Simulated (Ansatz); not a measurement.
System: rock-salt HfN. Method: revPBE (Ansatz, a program for electronic structure, plane waves, PAW).

Settings: plane-wave cutoff 520 eV, 16×16×16 k mesh, Fermi–Dirac smearing 0.1 eV, perturbation theory, scalar-relativistic PAW data made under PBE.

Computed at the level's own relaxed cell.

Harmonic phonon frequencies (cm⁻¹; i marks an imaginary mode):

| q point | frequencies |
|---|---|
| Γ | 0 0 0 469 469 469 |
| X | 140 140 156 452 480 480 |
| U | 128 143 153 446 481 502 |
| L | 112 112 141 478 501 501 |

No imaginary mode appears at these points.
